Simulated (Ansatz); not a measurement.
## A-type hexagonal La2O3

Calculation: PBE (PAW; Ansatz, an electronic-structure program).

Numerical settings: plane-wave cutoff 520 eV, 12×12×6 k mesh (along the axes of the cell as run), Fermi–Dirac smearing 0.01 eV, scalar-relativistic PAW data made under PBE.

Cell: relaxed at this level.

| Quantity | Value |
|---|---|
| equilibrium volume per atom | 16.64 Å³/atom |
| bulk modulus B0 | 109 GPa |
| equilibrium lattice constant a | 3.941 Å |
| lattice parameter c | 6.187 Å |
| band gap | 3.83 eV |
| smallest direct gap on the k points sampled | 3.96 eV |
| Γ–Γ gap | 4.32 eV |
| pressure derivative B′ of the bulk modulus | 3.7 |

Measured, for comparison: equilibrium volume per atom 16.44 Å³/atom (room temperature, no zero-point or thermal correction, equation of state from high-pressure X-ray diffraction; as tabulated in Ibáñez et al. (2020), arXiv:2005.12956); bulk modulus 113 GPa (300 K, no zero-point or thermal correction; as tabulated in Santana et al. (2016), arXiv:1608.06321); lattice constant a 3.934 Å (300 K, no zero-point or thermal correction, our sources range from 3.934 to 3.940; as tabulated in Santana et al. (2016), arXiv:1608.06321); lattice parameter c 6.13 Å (temperature not stated, no zero-point or thermal correction; as tabulated in Rustad et al. (2011), arXiv:1107.4261). Computed (rounded) less measured: equilibrium volume per atom +1.2 %, bulk modulus -4 %, lattice constant a +0.2 % (0.0 % to +0.2 % over the range), lattice parameter c +0.9 %.

Note: the bulk modulus comes from volumes at which shape and atoms were relaxed.

Spin–orbit coupling is not included.

Computed values are for the static lattice.

It cost around 8 core-minutes (rough) of CPU time.
